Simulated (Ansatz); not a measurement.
What does this script print? It uses the Ansatz DFT code, driven from Python.

Script `run_torsion.py`:
```python
"""Energy of C2H4NOS(-) as one group turns about a bond."""

import ansatz as az
from ase import Atoms


def main() -> None:
    atoms = Atoms(["N", "C", "O", "C", "S", "H", "H", "H", "H"], positions=[
        (-1.2261, 0.4225, 0.6692),
        (-0.2673, 0.744, -0.2662),
        (-0.2922, 1.7898, -0.9082),
        (0.8241, -0.3233, -0.4249),
        (0.5903, -1.8024, 0.6885),
        (-0.711, 0.1372, 1.506),
        (-1.5197, -0.5322, 0.4469),
        (0.8227, -0.6137, -1.482),
        (1.7792, 0.1781, -0.2293),
    ])

    # relax first, so that the scan starts from a minimum
    first = (
        az.Crystal.molecule_from_ase(atoms).calculation()
        .basis(gaussian="def2-SVP")
        .functional("r2SCAN")
        .charge(-1)
        .scf(lower_state_search="standard")
        .relax(force_tolerance=0.02, max_steps=80)
    )
    atoms.positions = first.run(threads=1, backend="cpu").report["positions_ang"]

    start = atoms.get_dihedral(2, 1, 0, 5)
    energies = {}
    for turn in range(0, 360, 30):
        turned = atoms.copy()
        turned.set_dihedral(2, 1, 0, 5, start + turn, indices=[0, 5, 6])
        model = (
            az.Crystal.molecule_from_ase(turned).calculation()
            .basis(gaussian="def2-SVP")
            .functional("r2SCAN")
            .charge(-1)
            .scf(lower_state_search="standard")
        )
        energies[round((start + turn) % 360)] = model.run(threads=1, backend="cpu").report["free_energy_ev"]
    floor = min(energies.values())
    print("dihedral O2-C1-N0-H5 (deg)   E - E(min) (kJ/mol)")
    for angle, e in sorted(energies.items()):
        print(f"{angle:8d} {96.485332 * (e - floor):14.3f}  " + "#" * int(30 * (e - floor) / max(max(energies.values()) - floor, 1e-9)))


if __name__ == "__main__":
    main()
```

```console
$ python run_torsion.py
dihedral O2-C1-N0-H5 (deg)   E - E(min) (kJ/mol)
      17         81.012  #######################
      47        102.046  ##############################
      77         81.134  #######################
     107         42.916  ############
     137         12.938  ###
     167          0.000
     197          6.577  #
     227         15.198  ####
     257          6.631  #
     287          0.009
     317         12.870  ###
     347         42.799  ############
```

Notes:
- The settings weren't tested for convergence.
- The scan is rigid and the energies are electronic, in a modest basis. With rigid groups the curve can differ much from the relaxed path, the start wasn't checked as a minimum of this torsion, and equivalent turns needn't return to the same energy.
- Anions want diffuse functions, which this basis lacks.
- Finished in 2 min on 1 thread of Arm Neoverse V2 (shared host), peak memory 0.27 GiB.
